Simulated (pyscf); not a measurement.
HB=NH (SMILES B=N) + HF (SMILES F) → HB=NH (SMILES B=N) + HF (SMILES F) (four-centre exchange; singlet surface; H–N, F–H broken, H–N, F–H formed). PySCF, gas phase, ωB97X-D3(BJ)/def2-SVP geometries. MP2 and CC: frozen core, UHF for open shells. ΔMP2 is the change of the MP2 total energy from the triple- to the quadruple-zeta basis. Energies in kJ/mol from the separated reactants.

```csv
level,barrier,reaction energy
ωB97X-D3(BJ)/def2-TZVP,182.7,0.0
B3LYP-D3(BJ)/def2-TZVP,(withheld),0.0
ωB97M-D3(BJ)/def2-TZVP,179.9,0.0
MP2/def2-QZVPP,192.4,0.0
CCSD/def2-TZVPP,212.2,0.0
CCSD(T)/def2-TZVPP,199.3,0.0
CCSD(T)/def2-TZVPP + ΔMP2(QZVPP),(withheld),0.0
```

### Question
What belongs in the gaps?

### Answer

- B3LYP-D3(BJ)/def2-TZVP, barrier: 172.4
- CCSD(T)/def2-TZVPP + ΔMP2(QZVPP), barrier: 199.4

Of the functionals in the table, ωB97X-D3(BJ) is closest to CCSD(T)/def2-TZVPP + ΔMP2(QZVPP) in the barrier (16.6 kJ/mol apart) and B3LYP-D3(BJ) least close (26.9 kJ/mol); that level has limits of its own. On the reactant side the descent ends in a complex, 24.4 kJ/mol under the separated species and 207.2 kJ/mol under the saddle at ωB97X-D3(BJ)/def2-TZVP. On the product side the descent ends in a complex, 24.4 kJ/mol under the separated species and 207.1 kJ/mol under the saddle at ωB97X-D3(BJ)/def2-TZVP. The same reactants have a lower exit, to H₂N–BH–F (barrier +27.7 kJ/mol at ωB97M-D3(BJ), against +179.9 kJ/mol here). One saddle was located; it need not be the lowest between these sides. The CCSD(T) − MP2 part came from Ansatz, without density fitting, on the same reference.
